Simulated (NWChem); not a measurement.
# HNO3 (peroxynitrous acid) at 6 levels

We compute a comparison of 6 runs (HF/3-21G, HF/6-311+G**, PBE0/6-31G**, B3LYP/6-311+G**, r2SCAN/6-311+G**, CCSD(T)/6-311+G**) of HNO3 (peroxynitrous acid). 

The results are computed with NWChem 7.3.0.

2 further runs of the same task are left out: 2 set aside as unsound or not needed. Runs told in other sessions of the task aren't counted.

**1. Starting point**

The species is HNO3 (5 atoms), meant as a singlet with charge 0. SMILES: `O=NOO`. The shape is that of a PBE0-D4/def2-TZVP optimisation. This is one conformer, not always the lowest.

Bond lengths: O1–N2 1.180 Å, N2–O3 1.353 Å, O3–O4 1.401 Å, O4–H5 0.984 Å. Angles: O1–N2–O3 114.6°, N2–O3–O4 114.1°, O3–O4–H5 101.0°.

**2. Energy and gradient at HF/3-21G (run 1)**

Input file hno3.xyz:

```xyz
5

O      0.136350    -0.835310     0.979060
N     -0.871770    -0.628300     0.400790
O     -0.775090     0.288530    -0.589000
O      0.508600     0.826880    -0.747550
H      1.001920     0.348200    -0.043280
```

Input file run.py:

```python
from ase.io import read
from ase.calculators.nwchem import NWChem

atoms = read('hno3.xyz')

calc = NWChem(
    label='hno3',
    theory='scf',
    memory='2200 mb',
    basis='3-21G',
    basispar='spherical bse',
    scf={'nopen': '0', 'rhf': None, 'thresh': '1e-08', 'maxiter': '80'},
)
atoms.calc = calc

forces = atoms.get_forces()
print("Total energy (eV):", round(atoms.get_potential_energy(), 6))
print("forces (eV/A):")
for s, f in zip(atoms.symbols, forces):
    print(f"{s:2s} {f[0]:10.5f} {f[1]:10.5f} {f[2]:10.5f}")
print("dipole (e A):", atoms.get_dipole_moment().round(4))
```

Started as:

```bash
export ASE_NWCHEM_COMMAND="nwchem PREFIX.nwi > PREFIX.nwo"
python run.py
```

Standard output:

```text
Total energy (eV): -7559.67671
forces (eV/A):
O     1.33111   -0.29624    0.78923
N    -1.65425   -1.49247    1.09544
O    -2.58807    0.70304   -1.67600
O     2.49752    0.83818   -0.07497
H     0.41369    0.24744   -0.13370
dipole (e A): [ 0.2032 -0.1141  0.1974]
```

The calculator wrote hno3.nwi:

```
title "hno3"

permanent_dir hno3

scratch_dir hno3

start hno3

geometry units angstrom nocenter noautosym noautoz
  O  1.3635000000000000e-01 -8.3531000000000000e-01 9.7906000000000004e-01
  N  -8.7177000000000004e-01 -6.2829999999999997e-01 4.0078999999999998e-01
  O  -7.7508999999999995e-01 2.8853000000000001e-01 -5.8899999999999997e-01
  O  5.0860000000000005e-01 8.2687999999999995e-01 -7.4755000000000005e-01
  H  1.0019199999999999e+00 3.4820000000000001e-01 -4.3279999999999999e-02
end

memory 2200 mb

basis spherical bse noprint
   * library 3-21G
end

scf
  nopen 0
  rhf
  thresh 1e-08
  maxiter 80
end

task scf gradient
```

hno3.nwo:

```text
Northwest Computational Chemistry Package (NWChem) 7.3.0
             --------------------------------------------------------

           Job information
           ---------------

    nwchem branch   = 7.3.0
    use scalapack   = T
    input           = hno3.nwi
    prefix          = hno3.
    data base       = hno3/hno3.db
    status          = startup
    nproc           =        1

           Memory information
           ------------------

[... 5 lines left out ...]
    hardfail = no
[... 123 lines left out ...]
         Quadratically convergent ROHF
[... 15 lines left out ...]
       Final RHF  results
[... 4 lines left out ...]
      Two-electron energy =    225.822743889358
[... 35 lines left out ...]
                       ROHF Final Molecular Orbital Analysis
[... 204 lines left out ...]
                 ----------------------------------------
                 |  Time  |  1-e(secs)   |  2-e(secs)   |
                 ----------------------------------------
                 |  CPU   |       0.00   |       0.05   |
                 ----------------------------------------
                 |  WALL  |       0.00   |       0.05   |
                 ----------------------------------------

 Task  times  cpu:        0.5s     wall:        0.5s
 Total times  cpu:        0.5s     wall:        0.5s
```

Wall time 1.2 s (1 thread of AMD EPYC 9R45 (Zen 5), shared host); peak memory 0.1 GiB.

**3. Energy and forces at HF/6-311+G(d,p) (run 2)**

Input file run.nw:

```
START run
TITLE "HNO3 gradient"
memory stack 880 mb heap 220 mb global 1100 mb

GEOMETRY units angstroms noautosym nocenter noautoz
O        0.136350      -0.835310       0.979060
N       -0.871770      -0.628300       0.400790
O       -0.775090       0.288530      -0.589000
O        0.508600       0.826880      -0.747550
H        1.001920       0.348200      -0.043280
END

BASIS spherical bse
O library 6-311+G**
N library 6-311+G**
H library 6-311+G**
END

SCF
thresh 1e-08
maxiter 80
END

TASK scf gradient
```

Started as:

```bash
nwchem run.nw > run.out
```

Standard output:

```text
[...]
  functions       =    94
[...]
  wavefunction    = RHF
[...]
         Total SCF energy =   -279.475101239066
      One-electron energy =   -630.619766765164
      Two-electron energy =    226.639450149559
 Nuclear repulsion energy =    124.505215376539
        Time for solution =      9.2s
[...]
                         RHF ENERGY GRADIENTS
    atom               coordinates                        gradient
                 x          y          z           x          y          z
   1 O       0.257664  -1.578507   1.850155    0.051641  -0.009327   0.028195
   2 N      -1.647406  -1.187315   0.757383   -0.049111  -0.008192  -0.007772
   3 O      -1.464708   0.545243  -1.113049   -0.015063   0.011563  -0.018093
   4 O       0.961115   1.562577  -1.412665    0.005350   0.025494  -0.026612
   5 H       1.893354   0.658003  -0.081787    0.007183  -0.019538   0.024283
[...]
```

Wall time 11 s (1 thread of AMD EPYC 9R45 (Zen 5), shared host); peak memory 0.1 GiB.

Runs 3 to 5 aren't shown in full; the table further down has their settings and results.

**4. A single-point energy at CCSD(T)/6-311+G(d,p) (run 6)**

Input file calc.nw:

```
START calc
TITLE "HNO3 energy"
memory 2200 mb
GEOMETRY noautosym nocenter noautoz
  O      0.136350    -0.835310     0.979060
  N     -0.871770    -0.628300     0.400790
  O     -0.775090     0.288530    -0.589000
  O      0.508600     0.826880    -0.747550
  H      1.001920     0.348200    -0.043280
END
BASIS spherical bse
  * library 6-311+G**
END
SCF
  singlet
  rhf
  thresh 1e-08
  maxiter 80
  noprint "final vectors analysis"
END
CCSD
  freeze core 4
  maxiter 60
END
TASK ccsd(t)
```

Started as:

```bash
nwchem calc.nw > calc.out
```

Standard output:

```text
[...]
  functions       =    94
[...]
  wavefunction    = RHF
[...]
         Total SCF energy =   -279.475101239066
      One-electron energy =   -630.619766765164
      Two-electron energy =    226.639450149559
 Nuclear repulsion energy =    124.505215376539
        Time for solution =      9.3s
[...]
 Total MP2 energy:           -280.264525285882712
[...]
             energy      energy      error      ampl     ampl      Block
                                                time     time      time
[...]
 Total CCSD energy:           -280.266418477151319
[...]
 Total CCSD+T(CCSD) energy:           -280.306695588037314
[...]
 Total CCSD(T) energy:                -280.302803111845492
[...]
```

It took 99 s on 1 thread of AMD EPYC 9R45 (Zen 5), shared host; peak memory 0.31 GiB.

**5. Overview of the runs**

```csv
run,level,iteration cap,module,energy (Eh),dipole moment (D) of the reference,HOMO energy (eV),LUMO energy (eV),wall time
1,HF/3-21G,80,scf,-277.812997,1.47,-13.36,1.88,1.2 s
2,HF/6-311+G**,80,scf,-279.475101,1.15,-13.61,1.70,11 s
3,PBE0/6-31G** (spherical functions),100,dft,-280.542165,0.93,–,–,8.1 s
4,B3LYP/6-311+G**,100,dft,-280.924979,0.97,-9.01,-3.13,9.9 s
5,r2SCAN/6-311+G**,100,dft,-280.800825,0.93,-7.95,-3.77,13 s
6,CCSD(T)/6-311+G**,80,ccsd(t),-280.302803,–,–,–,99 s
```

**6. What came out**

| quantity | value |
| --- | --- |
| run 6: total energy | -280.30280 Eh |
| run 6: correlation energy (4 core orbitals frozen) | -827.7 mEh |
| run 6: (T) correction | -36.38 mEh |

Over runs 1, 2, 3, 4, 5 the dipole moment (its size) runs from 0.93 D (PBE0/6-31G**) to 1.47 D (HF/3-21G). The two ends differ in method and basis. Over runs 1, 2, 4, 5 the HOMO–LUMO gap runs from 4.18 eV (r2SCAN/6-311+G**) to 15.31 eV (HF/6-311+G**). Exact exchange widens orbital gaps. Totals of different functionals can't be ranked against each other. All runs together took 2.4 min, the longest 99 s.
